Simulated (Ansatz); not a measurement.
# PBE0/6-311+G(d,p) run of CH7BSi (SMILES CB[SiH3])

What is the vertical singlet–triplet gap of CH7BSi at PBE0/6-311+G**? 

The results are computed with Ansatz 0.2.0.

65 further runs of the same task are left out: 65 set aside as unsound or not needed.

## Step 1: The system as given

CH7BSi has 10 atoms, charge 0, and is taken as a singlet. As SMILES, `CB[SiH3]`. Geometry: relaxed at PBE0-D4/def2-TZVP.

Bond lengths: C1–B2 1.550 Å, B2–Si3 2.018 Å, C1–H4 1.106 Å, C1–H5 1.092 Å, C1–H6 1.091 Å, B2–H7 1.201 Å, Si3–H8 1.491 Å, Si3–H9 1.491 Å, Si3–H10 1.494 Å. Some angles: C1–B2–Si3 124.4°, C1–B2–H7 118.6°, Si3–B2–H7 117.0°, B2–C1–H4 102.7°, B2–C1–H5 114.9°, B2–C1–H6 116.1°, B2–Si3–H8 111.7°, B2–Si3–H9 114.0°, B2–Si3–H10 107.9°, H4–C1–H5 105.3°.

## Step 2: The energy at PBE0/6-311+G(d,p)

The input, input.yaml:

```yaml
basis:
  gaussian: {orbitals: 6-311+G_st__st_-spherical.json}
crystal:
  periodic: [false, false, false]
  atoms:
    - {symbol: C, position_ang: [-1.087900, 0.975000, -0.576900]}
    - {symbol: B, position_ang: [0.112000, 0.000300, -0.689900]}
    - {symbol: Si, position_ang: [1.014100, -0.883100, 0.884800]}
    - {symbol: H, position_ang: [-1.958400, 0.307500, -0.716200]}
    - {symbol: H, position_ang: [-1.157900, 1.712200, -1.380000]}
    - {symbol: H, position_ang: [-1.228600, 1.454100, 0.393400]}
    - {symbol: H, position_ang: [0.516800, -0.288200, -1.783700]}
    - {symbol: H, position_ang: [1.154200, -2.354100, 0.685500]}
    - {symbol: H, position_ang: [0.324900, -0.654200, 2.186700]}
    - {symbol: H, position_ang: [2.393700, -0.320800, 0.999300]}
total_charge: 0
hamiltonian: {xc: pbe0}
accuracy: high
output: {orbitals: {seedname: orbitals}}
```

The basis set 6-311+G** is read from a file made from the Basis Set Exchange's data (not shown).

Command:

```
$ ansatz run input.yaml --threads 1 --pin off --max-ram 3480MiB --events-out events.jsonl --progress --plain --runs-dir runs
```

Log:

```text
Warning: RAYON_NUM_THREADS=1 ignored (pool sized by the plan → 1); use --threads N
Functional definition: PBE0
  name "PBE0"
  parameter a = 0.25
  parameter kappa = 0.804
  parameter beta = 0.06672455060314922
  exchange = (1 - a)*pbe_x(kappa = kappa, mu = beta*pi^2/3) + a*exact_x
  correlation = pbe_c(beta = beta)
2301 factors; integrals over basis functions are off by at most 4.2e-9 eV
mean field evaluation 1: about -9693.2190 eV, gradient 4.9e1 eV
mean field evaluation 2: about -9691.8429 eV, gradient 5.1e1 eV
mean field evaluation 4: about -9699.0261 eV, gradient 1.0e0 eV
mean field evaluation 8: about -9699.0255 eV, gradient 6.2e-3 eV
mean field evaluation 16: about -9699.0255 eV, gradient 3.1e-7 eV
mean field -9699.02545916 eV, -356.4326113886 hartree, gradient 2.3e-8 eV, S^2 0.000000; 0 other end points of the search recorded, 0 dependent functions left out
reference -9699.02546460 eV, -356.4326115884 hartree; 16, 16 occupied and 100, 100 virtual orbitals, 2301 factors
Total energy: -9699.02546460 eV, -356.4326115884 hartree
```

Wall time 9 s (1 thread of Arm Neoverse V2, shared host); peak memory 0.38 GiB.

## Step 3: The triplet at the same level

The input, run.yaml:

```yaml
crystal:
  periodic: [false, false, false]
  atoms:
    - symbol: C
      position_ang: [-1.087900, 0.975000, -0.576900]
    - symbol: B
      position_ang: [0.112000, 0.000300, -0.689900]
    - symbol: Si
      position_ang: [1.014100, -0.883100, 0.884800]
    - symbol: H
      position_ang: [-1.958400, 0.307500, -0.716200]
    - symbol: H
      position_ang: [-1.157900, 1.712200, -1.380000]
    - symbol: H
      position_ang: [-1.228600, 1.454100, 0.393400]
    - symbol: H
      position_ang: [0.516800, -0.288200, -1.783700]
    - symbol: H
      position_ang: [1.154200, -2.354100, 0.685500]
    - symbol: H
      position_ang: [0.324900, -0.654200, 2.186700]
    - symbol: H
      position_ang: [2.393700, -0.320800, 0.999300]
basis:
  gaussian:
    orbitals: 6-311+G_st__st_-spherical.json
magnetization:
  spin_polarized: true
  initial_magnetization: 2
hamiltonian:
  xc: pbe0
accuracy: high
output: {orbitals: {seedname: orbitals}}
```

The basis set 6-311+G** is read from a file made from the Basis Set Exchange's data (not shown).

Command:

```
$ ansatz run run.yaml --threads 1 --pin off --max-ram 3480MiB --events-out events.jsonl --progress --plain --runs-dir runs
```

Log, shortened:

```text
Warning: RAYON_NUM_THREADS=1 ignored (pool sized by the plan → 1); use --threads N
[... 7 set-up lines as earlier in the session ...]
2301 factors; integrals over basis functions are off by at most 4.2e-9 eV
mean field evaluation 1: about -9688.5283 eV, gradient 3.6e1 eV
mean field evaluation 2: about -9678.9541 eV, gradient 5.0e1 eV
mean field evaluation 4: about -9695.2187 eV, gradient 2.6e0 eV
mean field evaluation 8: about -9695.3962 eV, gradient 2.6e-1 eV
mean field evaluation 16: about -9695.3975 eV, gradient 3.6e-3 eV
mean field evaluation 32: about -9695.3975 eV, gradient 6.6e-8 eV
mean field -9695.39752490 eV, -356.2992872636 hartree, gradient 6.6e-8 eV, S^2 2.005128; 0 other end points of the search recorded, 0 dependent functions left out
reference -9695.39753087 eV, -356.2992874829 hartree; 17, 15 occupied and 99, 101 virtual orbitals, 2301 factors
Total energy: -9695.39753087 eV, -356.2992874829 hartree
```

Wall time 19 s (1 thread of Arm Neoverse V2, shared host); peak memory 0.51 GiB.

## Step 4: Outcome

At PBE0/6-311+G**:

| quantity | value |
| --- | --- |
| singlet: total energy | -356.43261 Eh |
| singlet: HOMO energy | -7.93 eV |
| singlet: LUMO energy | -1.80 eV |
| singlet: HOMO–LUMO gap | 6.13 eV |
| triplet: total energy | -356.29929 Eh |
| triplet: HOMO energy (highest over α and β) | -4.37 eV |
| triplet: ⟨S²⟩ | 2.005 |
| vertical energy of the triplet above the singlet | 3.628 eV |

What this shows: At this shape the triplet lies 3.63 eV (84 kcal/mol) above the singlet.
